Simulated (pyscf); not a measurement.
H₃Si–BiH₂ (SMILES [SiH3][BiH2]) + H₂ (SMILES [H][H]) -> BiH₃ (SMILES [BiH3]) + SiH₄ (SMILES [SiH4]) (four-centre exchange; singlet surface; Bi–Si, H–H broken, Bi–H, H–Si formed). Structures and frequencies: ωB97X-D3(BJ)/def2-SVP in PySCF. Energies in kJ/mol from the separated reactants.

```
level                   barrier  reaction energy
----------------------  -------  ---------------
ωB97X-D3(BJ)/def2-TZVP        …            +38.9
PBE/def2-TZVP             232.7            +20.8
r²SCAN/def2-TZVP          244.7            +20.2
PBE0-D3(BJ)/def2-TZVP         …                …
ωB97M-D3(BJ)/def2-TZVP    268.2            +11.8
HF/def2-TZVP              332.4             -8.7
```

Task: Fill in the missing entries.

Result: 
- ωB97X-D3(BJ)/def2-TZVP, barrier: 279.7
- PBE0-D3(BJ)/def2-TZVP, barrier: 245.6
- PBE0-D3(BJ)/def2-TZVP, reaction energy: +23.5

The functionals in the table span 47.0 kJ/mol in this barrier, from PBE to ωB97X-D3(BJ)/def2-TZVP. At the saddle there is also a short H–Si contact that neither side keeps. The same reactants have a lower exit, to SiH₃• + BiH₂• + H₂ (no saddle counted: cutting one bond costs +229.8 kJ/mol at ωB97M-D3(BJ)/def2-TZVP, against +268.2 kJ/mol here). This is the saddle that the search found; another between the same sides may lie lower. Elements past Kr carry the def2 core potentials, without spin-orbit coupling.
